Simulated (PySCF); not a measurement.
Coordinates in bohr (charge 0 multiplicity 1):
```
N     0.1993    0.6647   -0.7163
O     1.9684   -0.5978   -0.2993
O    -1.9386   -0.0559    0.9044
H    -3.2336    1.1413    0.3411
```

Computed with PBE/[N def2-TZVP, O def2-TZVP, H def2-TZVP], no relativity, density fitting, PySCF.

This geometry of NO(OH) is a stationary point at this level.

(1) What is the point group?

(2) Is it a minimum?

(3) What are the dipole moment and the gap between the highest occupied and lowest empty levels?

(4) Give the atomic charges and bond orders.

(5) What is the atomisation energy, with and without zero-point energy?

## Answers

(1) Cs.

(2) Yes: all harmonic wavenumbers are real.

(3) 1.87 D and 3.05 eV.

(4) 
```tsv
atom	Mulliken	Löwdin	polar tensor	Mayer order to N1
N1	0.09	-0.13	0.78	–
O2	-0.12	0.07	-0.43	1.92
O3	-0.27	-0.09	-0.62	1.01
H4	0.30	0.16	0.26	0.03
```
Other Mayer orders above 0.3: O–H 0.89.

(5) 1443 kJ/mol without, 1392 kJ/mol with.

This need not be the most stable arrangement of these atoms.
